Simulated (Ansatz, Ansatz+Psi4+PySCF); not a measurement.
```xyz
2

F     0.0000    0.0000   -1.0848
Cl    0.0000    0.0000    2.2334
```

Basis set: cc-pVTZ on F; cc-pV(T+d)Z on Cl (spherical functions). Left uncorrelated: 6 orbitals. Charge 0, multiplicity 1.

Computed with Ansatz (development build ahead of 0.2.0); each method stands on the lowest determinant of its kind that the runs found. Restricted open shells among the atoms or ions are ROHF, correlated in semicanonical orbitals with singles.

(1) Give the atomization energy at this shape (free ground-state atoms in the same class of orbitals less the molecule, no zero-point energy) of singlet ClF by UHF-CCSD(T), UHF-CCSD, UHF-MP2, RHF-MP2, UHF.

## Answers

(1)

```tsv
method	atomization energy
UHF-CCSD(T)	0.38 kcal/mol
UHF-CCSD	0.34 kcal/mol
UHF-MP2	0.38 kcal/mol
RHF-MP2	-7.92 kcal/mol
UHF	0.10 kcal/mol
```

Caution: the shape is not the minimum. Caution for UHF-CCSD(T), UHF-CCSD, UHF-MP2: a plain start can end on a higher determinant. Caution for UHF-CCSD(T), UHF-CCSD, UHF-MP2, UHF: the unrestricted determinant is a mixture of spin states. Caution for RHF-MP2: an unrestricted determinant lies well below; large amplitudes, a single reference is doubtful.
